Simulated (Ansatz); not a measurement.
Compare A (`c1cncnc1`) with its isomer B (`N#CCCC#N`).

Program: Ansatz. Geometries: PBE0-D4/def2-TZVP. ΔE: electronic, gas phase. CBS: MP2 limit from def2 TZ/QZ plus the TZ coupled-cluster correction, frozen cores. DFT in def2-TZVPP. B3LYP here is the variant with VWN-RPA as its local correlation; programs differ in this. Each species was taken in one conformer, which may not be the lowest.

A:

```xyz
10

C    -1.015   -0.384   -0.328
C    -0.658   -0.315    1.008
N     0.528    0.132    1.403
C     1.356    0.512    0.438
N     1.125    0.493   -0.869
C    -0.067    0.041   -1.242
H    -1.985   -0.750   -0.641
H    -1.345   -0.630    1.790
H     2.329    0.880    0.752
H    -0.267    0.020   -2.310
```

B:

```xyz
10

N     0.980   -2.164    1.765
C     0.888   -1.264    1.057
C     0.739   -0.130    0.161
C    -0.739    0.130   -0.161
C    -0.888    1.264   -1.057
N    -0.980    2.163   -1.766
H     1.185    0.752    0.628
H     1.298   -0.327   -0.757
H    -1.298    0.327    0.757
H    -1.186   -0.752   -0.628
```

**Question.** Which is lower in electronic energy at CCSD(T)/CBS, and by how much? (Estimate.)

**Answer.** Computed: A, by 7.1 kcal/mol.

**Question.** Give E(B) − E(A) in kcal/mol with MP2/def2-TZVPP, B3LYP, BLYP-D4, PBE0-D4, HF/def2-TZVPP, CCSD(T)/def2-SVP, LDA (SPW92). (An estimate is asked.)

**Answer.** Computed: MP2/def2-TZVPP 5.4, B3LYP 10.8, BLYP-D4 11.5, PBE0-D4 18.4, HF/def2-TZVPP 1.8, CCSD(T)/def2-SVP 4.7, LDA (SPW92) 29.6. None reverses the order clearly.

**Question.** Does the order hold for the free energy at 298.15 K (harmonic terms from PBE0-D4)? (An estimate is asked.)

**Answer.** The calculation gave: Yes: G(B) − G(A) = +3.2 kcal/mol, for one conformer each.

Largest T1 diagnostic: 0.014.

The D4 term adds +2.2 kcal/mol with B3LYP and +1.0 kcal/mol with PBE0; it sums over pairs of atoms, weighted by their polarisabilities, and B3LYP, whose exchange is more repulsive, gets the larger term. From PBE to PBE0 (25 % exact exchange), in def2-TZVPP and without D4, E(B) − E(A) moves by +1.2 kcal/mol.
